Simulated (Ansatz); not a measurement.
A calculation with Ansatz (development build ahead of 0.2.0).

```yaml
crystal:
  periodic: [false, false, false]
  atoms:
    - { symbol: Na, position_ang: [0.0, 0.0, -1.68773] }
    - { symbol: Na, position_ang: [0.0, 0.0, 1.68773] }
basis:
  gaussian: { orbitals: def2-TZVP }
hamiltonian:
  xc: hf
correlation:
  method: mp2
  frozen_orbitals: { Na: 1 }
```

The input is written out in the form of the current development build from the run's settings.

The run gave:

| Item | Value |
| --- | --- |
| Converged | yes |
| Reference energy | -323.70265 hartree |
| Correlation energy | -0.34616 hartree |
| Total energy | -324.04881 hartree |
| Spin squared of the determinant | 0.000 |
